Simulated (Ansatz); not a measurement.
# 1T (CdI2-type) PtS2

The numbers are results of PBE-D3(BJ)+SOC (Ansatz, a quantum-chemistry and plane-wave program, plane waves, PAW), not measurements.

Settings: plane-wave cutoff 520 eV, 24×24×16 k mesh (along the axes of the cell as run), PAW data made under PBE.

Cell (relaxed at this level):

```yaml
crystal:
  lattice:
    - [3.57953, 0.00000, 0.00000]
    - [-1.78976, 3.09996, 0.00000]
    - [0.00000, 0.00000, 4.69393]
  atoms:
    - { symbol: Pt, position: [0.00000, 0.00000, 0.00000] }
    - { symbol: S, position: [0.33333, 0.66667, 0.25775] }
    - { symbol: S, position: [0.66667, 0.33333, 0.74225] }
```

| Quantity | Result |
|---|---|
| elastic constant C11 | 230 GPa |
| elastic constant C12 | 64.3 GPa |
| elastic constant C13 | 30.8 GPa |
| elastic constant C33 | 38.1 GPa |
| elastic constant C44 | 47.4 GPa |
| elastic constant C66 | 82.7 GPa |
| Voigt–Reuss–Hill bulk modulus | 60.5 GPa |
| Voigt–Reuss–Hill shear modulus (Hill average) | 48.7 GPa |
| Young modulus | 115 GPa |
| Poisson ratio | 0.183 |

Elastic constants are with the ions relaxed.
